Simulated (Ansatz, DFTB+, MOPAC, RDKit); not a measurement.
Molecule: cyclobutane, C$_{4}$H$_{8}$, charge 0, multiplicity 1. SMILES: C1CCC1

Atoms: C1, C2, C3, C4, H5, H6, H7, H8, H9, H10, H11, H12. Bonds: C1-C3, C1-C4, C1-H5, C1-H6, C2-C3, C2-C4, C2-H7, C2-H8, C3-H9, C3-H10, C4-H11, C4-H12.

Bond lengths (Å) and angles (degrees) optimised at UFF with RDKit; PM3 with MOPAC; SCC-DFTB with DFTB+; HF/STO-3G with Ansatz (a first-principles code); HF/3-21G with Ansatz; B3LYP/6-31G* with Ansatz, each started from the B3LYP-D3(BJ)/def2-TZVP structure (Ansatz) of the last column. A row stands for all coordinates that are equal there; 6 of 7 kinds are shown. 6-31G* holds six Cartesian d functions. No wavenumbers were computed at UFF, SCC-DFTB, HF/STO-3G, so these may be saddle points.

| coordinate | UFF | PM3 | SCC-DFTB | HF/STO-3G | HF/3-21G | B3LYP/6-31G* | B3LYP-D3(BJ)/def2-TZVP |
|---|---|---|---|---|---|---|---|
| C1-C3 | 1.521 | 1.542 | 1.539 | 1.553 | 1.569 | 1.553 | 1.549 |
| C1-H5 | 1.112 | 1.100 | 1.103 | 1.087 | 1.080 | 1.095 | 1.090 |
| C1-H6 | 1.112 | 1.100 | 1.103 | 1.087 | 1.082 | 1.096 | 1.091 |
| C3-C1-C4 | 90.0 | 90.0 | 90.0 | 89.9 | 88.8 | 88.5 | 88.5 |
| C3-C1-H5 | 112.6 | 114.8 | 114.5 | 115.2 | 117.0 | 117.8 | 117.8 |
| C3-C1-H6 | 112.6 | 114.8 | 114.4 | 113.5 | 111.4 | 111.6 | 111.5 |

Mean signed difference of all 12 bond lengths from B3LYP-D3(BJ)/def2-TZVP: UFF 0.005 Å, PM3 0.004 Å, SCC-DFTB 0.005 Å, HF/STO-3G -0.001 Å, HF/3-21G 0.000 Å, B3LYP/6-31G* 0.005 Å.
